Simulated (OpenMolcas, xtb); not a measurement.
**CH2AlN (SMILES N#[C][AlH2]): the dipole moment, rung by rung**

CH2AlN has 5 atoms, charge 0, and is taken as a singlet. SMILES: `N#[C][AlH2]`. The coordinates come from a PBE0-D4/def2-TZVP relaxation.

```tsv
atom	x (Å)	y (Å)	z (Å)
N	1.3823	-1.3460	1.3942
C	0.7142	-0.6980	0.7118
Al	-0.4072	0.3900	-0.4346
H	-1.6297	-0.3229	-1.1202
H	-0.0097	1.9032	-0.5926
```

Quantity: the dipole moment, in D. The values are calculated.

| level | kind | program | value (D) |
| --- | --- | --- | --- |
| GFN1-xTB | semi-empirical | xtb | 3.30 |
| HF/aug-cc-pVDZ | Hartree–Fock | OpenMolcas | 3.66 |
| SVWN5/aug-cc-pVDZ | LDA | OpenMolcas | 3.44 |
| revPBE/aug-cc-pVDZ | GGA | OpenMolcas | 3.30 |
| M06-L/aug-cc-pVDZ | meta-GGA | OpenMolcas | 3.53 |
| r2SCAN/aug-cc-pVDZ | meta-GGA | OpenMolcas | 3.39 |
| BHLYP/aug-cc-pVDZ | global hybrid | OpenMolcas | 3.58 |

The values span 3.30 to 3.66 D.
